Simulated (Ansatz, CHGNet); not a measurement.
C axis length (Å) of solids drawn from the class of tetrahedrally bonded semiconductors and semimetals, at two levels: the machine-learned potential CHGNet-r²SCAN (trained on r²SCAN data), and PBE (PAW; Ansatz, a quantum-chemistry and plane-wave program).

```csv
solid,CHGNet-r²SCAN,PBE,shift (%)
2H-SiC,5.042,5.074,+0.63
wurtzite CdS,6.900,6.830,-1.01
wurtzite GaN,5.162,5.243,+1.57
wurtzite AlN,4.974,5.019,+0.90
wurtzite BN (high-pressure phase),4.208,4.224,+0.38
wurtzite CdSe,7.131,7.154,+0.32
wurtzite ZnO,5.225,5.293,+1.30
```

The shifts run from -1.01 % to +1.57 %, with a median of +0.63 %.

Of 7 rows, PBE is the larger in 6 and the smaller in 1.

Ansatz's runs of these crystals have no spin polarisation.

Ansatz's density-functional and Hartree–Fock values are scalar-relativistic unless marked +SOC, with PAW data made under PBE.
